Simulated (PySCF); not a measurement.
Molecule: Cyclopropylisocyanide, C$_{4}$H$_{5}$N.

Geometry (Å), atoms numbered from 1 in this order:
```xyz
10

C     2.778   -0.311   -0.152
N     1.657   -0.195    0.175
C     0.329   -0.058    0.569
C    -0.754   -0.668   -0.277
C    -0.589    0.819   -0.235
H     0.202   -0.075    1.655
H    -0.431   -1.191   -1.181
H    -1.597   -1.127    0.244
H    -0.157    1.309   -1.110
H    -1.315    1.421    0.317
```

Spin–spin couplings on one PBE0-D3(BJ)/def2-SVP geometry, PySCF, gas phase, non-relativistic, equivalent pairs averaged (spin–dipole term only in couplings to heteroatoms); isotopes 13C, 1H, 15N; basis pcJ-1.

How do the couplings (Hz) change with the functional? Times are CPU seconds on shared hosts with different chips, so compare them loosely; the GGAs took longer than the global hybrids here, which isn't the general rule, and the cause wasn't traced.

## Answers


```tsv
functional	functions	1J(C3,H6)	1J(C4,H7)	1J(C4,H8)	1J(N2,C3)	1J(C3,C4)	1J(C1,N2)	1J(C4,C5)	core-s
HF	185	227.9	203.2	201.1	-46.7	38.2	-37.0	36.2	9.4
LDA	185	148.2	135.6	134.6	-12.8	5.4	0.5	5.7	11
PBE	185	175.4	160.0	158.6	-15.5	11.6	-1.4	12.0	14
KT2	185	190.2	171.4	169.6	-8.7	4.2	6.6	4.9	15
B3LYP	185	190.1	173.5	171.9	-21.1	15.9	-9.3	16.3	11
PBE0	185	181.1	164.1	162.9	-20.5	15.3	-7.6	15.5	13
B97-2	185	172.6	157.1	155.9	-20.6	14.4	-9.5	14.8	12
BHandHLYP	185	203.4	184.4	182.8	-28.1	22.6	-18.1	22.5	14
CAM-B3LYP	185	187.5	170.4	169.0	-22.7	16.3	-10.9	16.4	17
```
